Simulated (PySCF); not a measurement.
Method: B3LYP-D3(BJ)/def2-TZVP (PySCF). Isolated molecules, 0 K electronic values unless said otherwise. One relaxed conformer stands for a flexible species; it need not be the lowest. B3LYP has the VWN-RPA correlation part, as in Gaussian. 

Reference species (SMILES): `C[C]C` (near-degenerate triplet) (neutral, multiplicity 3).

```yaml
highest_occupied_spin_orbital: -5.05 eV
```

Changed species: `C[C][AlH2]` (lower triplet) (X = AlH2, multiplicity 3; the reference has X = methyl, multiplicity 3).

Task: Predict the effect on the highest occupied spin orbital.

Result: the highest occupied spin orbital falls by 0.83 eV, to -5.88 eV.
